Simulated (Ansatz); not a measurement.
A made-up structure of CH$_{3}$BN, doublet:

B1  (-0.624, 0.225, -0.431)
C2  (0.640, -0.181, 0.407)
N3  (-0.105, 1.600, 0.061)
H4  (-1.560, -0.509, -0.445)
H5  (-0.626, 1.255, -1.034)
H6  (1.543, 0.452, 0.443)
(Å)

It is relaxed with PBE-D4/def2-SVP and then PBE0-D4/def2-TZVP (Ansatz 0.2.0). Atoms count as bonded within 1.22 times the sum of their covalent radii (H–H: 0.88 Å). The end point is not checked to be a true minimum.

(1) Does its bonding change? (Judge from chemistry; the calculation decides.)

## Answers

(1) By the calculation: Yes. Formed: C2–N3, N3–H5; broken: B1–H5.

Where it ends: The first stage lowers the energy by 4.26 eV in 11 steps. It ends as CH₃BN ([BH]1[CH][NH]1):
```
atom    x (Å)    y (Å)    z (Å)
  B1  -0.7651  -0.1024  -0.1167
  C2   0.5745   0.2670   0.2218
  N3  -0.3017   1.2616  -0.2658
  H4  -1.7052  -0.7927  -0.3019
  H5  -0.1430   1.8881  -1.0476
  H6   1.6086   0.3203   0.5112
```

Labels in which every atom is bracketed show which atoms are joined, not bond orders.

For scale, one of the runs: PBE0-D4/def2-TZVP relaxation, 111 basis functions, launched by `ansatz run in.yaml --threads 2 --pin off --events-out ev --progress --plain --max-ram 4352MiB`. The run took about 16 s on 2 CPU threads of an Arm Neoverse V1 (shared host).
